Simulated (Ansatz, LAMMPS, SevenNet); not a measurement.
# How well does each level of theory give the TO(Γ) frequency of rock-salt BaO?

Reference value: 146 cm⁻¹ (measured, temperature not stated, no zero-point or thermal correction; as tabulated in Roshan et al. (2021), arXiv:2110.13857).

Problem. What do ionic model bush1994, ionic model lewis1985c, SevenNet-0, SevenNet-l3i5, LDA, PBE, B3LYP (VWN-RPA form), HSE06, LC-ωPBE, PBE0, Hartree–Fock give, and how far is each from the reference?

Solution. 
```
level (code)                                  value (cm⁻¹)  cell (Å³/atom)  difference (%)
--------------------------------------------  ------------  --------------  --------------
ionic model bush1994 (shell model, LAMMPS)             259           20.74             +77
ionic model lewis1985c (shell model, LAMMPS)           141           21.11            -3.4
SevenNet-0                                             130           22.03           -11.0
SevenNet-l3i5                                          105           22.09             -28
LDA (Ansatz)                                            86           20.06             -41
PBE (Ansatz)                                            71           21.65             -51
B3LYP (VWN-RPA form) (Ansatz)                           99           21.95             -32
HSE06 (Ansatz)                                          96           21.16             -34
LC-ωPBE (Ansatz)                                       131           21.10           -10.3
PBE0 (Ansatz)                                          100           21.15             -32
Hartree–Fock (Ansatz)                                  134           22.38            -8.2
```

Closest of the ranked levels: ionic model lewis1985c (-3.4 %). Among them ionic model bush1994 (+77 %) misses by most.

The reference isn't brought to a static lattice, while the calculations are for one, so the differences are not the levels' errors alone.  Each level is taken at its own relaxed cell. K meshes differ between the levels. Ansatz's density-functional and Hartree–Fock values are scalar-relativistic unless marked +SOC, with PAW data made under PBE.

Empirical potentials (ionic model bush1994, ionic model lewis1985c) are fitted to chosen data: where that held the value shown, agreement is built in, and what lay outside the fit can be far off. Machine-learned potentials (SevenNet-0, SevenNet-l3i5) are trained on DFT data: a solid inside that data is no test of them.

Differences are worked out from the printed values.

Ansatz is a first-principles code.
